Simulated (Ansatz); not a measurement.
in.yaml

```yaml
crystal:
  periodic: [false, false, false]
  atoms:
    - {symbol: O, position_ang: [0.000000, 0.000000, 0.000000]}
    - {symbol: O, position_ang: [0.000000, 0.000000, 1.192971]}
basis:
  gaussian: {orbitals: 6-31G}
magnetization: {spin_polarized: true, initial_magnetization: 2}
hamiltonian: {xc: hf}
output: {forces: true, orbitals: {seedname: orbitals}}
```

```sh
$ ansatz run in.yaml --threads 1 --pin off --events-out ev --progress --plain --max-ram 2393MiB
```

Output:

```
155 factors; integrals over basis functions are off by at most 9.7e-5 eV
mean field evaluation 1: about -4068.7812 eV, gradient 9.9e0 eV
mean field evaluation 2: about -4068.8129 eV, gradient 1.0e1 eV
mean field evaluation 4: about -4069.3375 eV, gradient 1.2e0 eV
mean field evaluation 8: about -4069.3493 eV, gradient 1.5e-5 eV
mean field evaluation 16: about -4069.2006 eV, gradient 1.3e0 eV
mean field evaluation 32: about -4069.3043 eV, gradient 2.9e-1 eV
mean field -4069.34926612 eV, -149.5458272259 hartree, gradient 3.6e-5 eV, S^2 2.032723; 0 other end points of the search recorded, 0 dependent functions left out
the calculation of the forces begins
reference -4069.34926612 eV, -149.5458272259 hartree; 9, 7 occupied and 9, 11 virtual orbitals, 155 factors
Total energy: -4069.34926612 eV, -149.5458272259 hartree
Atom 0 at     0.000000     0.000000     0.000000 Å, force     0.000000    -0.000000    -0.172390 eV/Å
Atom 1 at     0.000000     0.000000     1.192971 Å, force    -0.000000     0.000000     0.172390 eV/Å
Dipole moment:    -0.000000    -0.000000     0.000000 e Å
```

Forces (eV/Å):
```
O    0.000  0.000 -0.172
O    0.000  0.000  0.172
```

Ran on 1 thread of Arm Neoverse V1, shared host: 0.09 s wall, 0.06 GiB peak host memory.
